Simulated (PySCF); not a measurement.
carbon disulfide (CS₂), SMILES C(=S)=S.

Geometry: B3LYP-D3(BJ)/def2-TZVP.

These are CAM-B3LYP/def2-TZVPD (PySCF) values and carry that method's errors.

Gas-phase values at a fixed geometry.

Task: Estimate the frontier levels, gap, dipole moment and polarisability. (The exact figures need the calculation; the answer reports its results.)

Result: 
```yaml
highest_occupied_level: -9.00 eV
lowest_empty_level: -1.03 eV
orbital_gap: 7.97 eV
dipole_moment: 0.000 e·Å
quadrupole, principal values (traceless, Buckingham form, about the centre of nuclear charge): -1.50, -1.50, 3.00 D·Å
mean_static_polarisability: 55.9 bohr³ (8.28 Å³)
polarisability_principal_values: 36.9, 36.9, 93.8 bohr³
```
